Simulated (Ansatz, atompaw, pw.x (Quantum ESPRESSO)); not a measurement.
Which Mg potential is closest to all-electron in the fcc crystal?

All use PBEsol, scalar-relativistic, no spin, cutoffs from each file’s atomic test, pw.x 7.5; 13³ k-points, Fermi–Dirac smearing 0.01 Ry. Δ is the rms difference from all-electron LAPW of the E(V) curves that follow from fits to the pressures, over ±6 % in volume. Mesh and smearing are coarse and serve the comparison alone. The files are a selection: those with a ghost or negative overlap were mostly not run, and those with noisy or unconverged pressures or nearly equal Δ are left out.

All-electron: a0 = 4.495 Å (V0 = 22.71 Å³/atom), B0 = 36.4 GPa.

Rank them by Δ, smallest first.
A. PAW, atompaw 4.2.0.5, PBEsol; core [Ne], reference 3s2 3p0; waves: 3s (bound): rc 2.40 bohr; 3s channel at 2.95 Ry: rc 2.40 bohr; 3p (bound, empty): rc 2.40 bohr; 3p channel at 3.75 Ry: rc 2.40 bohr; 3d channel at 0.3 Ry: rc 2.40 bohr; 3d channel at 2.05 Ry: rc 2.30 bohr; local part: troulliermartins scheme with l = 3 at 0 Ry, radius 1.80 bohr; core correction: smooth core density matched at 1.75 bohr; augmentation: sinc compensation charge, radius 1.95 bohr; PAW radius 2.40 bohr; waves and projectors: custom polynom2 7 10 vanderbiltortho.
B. PAW, atompaw 4.2.0.5, PBEsol; core [Ne], reference 3s1.5 3p0.5; waves: 3s (bound); 3s channel at 3.9 Ry; 3p (bound); 3p channel at 0.85 Ry; local part: troulliermartins scheme with l = 2 at 1 Ry, radius 2.35 bohr; core correction: smooth core density matched at 2.25 bohr; augmentation: sinc compensation charge, radius 2.30 bohr; PAW radius 2.70 bohr; waves and projectors: bloechl.
C. PAW, atompaw 4.2.0.5, PBEsol; core [Ne], reference 3s1.5 3p0.5; waves: 3s (bound): rc 3.00 bohr; 3s channel at 1.85 Ry: rc 0.85 bohr; 3p (bound): rc 3.00 bohr; 3p channel at 0.55 Ry: rc 3.00 bohr; 3d channel at 0.45 Ry: rc 3.00 bohr; 3d channel at 1.8 Ry: rc 3.00 bohr; local part: bessel scheme, radius 2.90 bohr; core correction: smooth core density matched at 1.70 bohr; augmentation: sinc compensation charge, radius 2.65 bohr; PAW radius 3.00 bohr; waves and projectors: custom rrkj gramschmidtortho.
D. PAW, atompaw 4.2.0.5, PBEsol; core [Ne], reference 3s1.75 3p0.25; waves: 3s (bound): rc 3.00 bohr; 3s channel at 2.95 Ry: rc 3.00 bohr; 3p (bound): rc 3.00 bohr; 3p channel at 0.3 Ry: rc 3.00 bohr; 3d channel at 0.45 Ry: rc 3.00 bohr; local part: ultrasoft scheme with l = 3 at 0 Ry, radius 2.00 bohr; core correction: smooth core density matched at 1.55 bohr; augmentation: besselshape compensation charge, radius 2.65 bohr; PAW radius 3.00 bohr; waves and projectors: custom polynom2 7 10 vanderbiltortho.
E. PAW, atompaw 4.2.0.5, PBEsol; core [Ne], reference 3s2 3p0; waves: 3s (bound): rc 3.00 bohr; 3s channel at 0.85 Ry: rc 1.75 bohr; 3p (bound, empty): rc 3.00 bohr; 3p channel at 2.2 Ry: rc 3.00 bohr; 3d channel at 0.25 Ry: rc 3.00 bohr; 3d channel at 2.2 Ry: rc 2.45 bohr; local part: bessel scheme, radius 2.90 bohr; core correction: smooth core density matched at 2.85 bohr; augmentation: sinc compensation charge, radius 2.75 bohr; PAW radius 3.00 bohr; waves and projectors: custom polynom vanderbiltortho.

A (0.1 meV/atom), E (0.6 meV/atom), B (1.0 meV/atom), C (2.8 meV/atom), D (6.9 meV/atom).
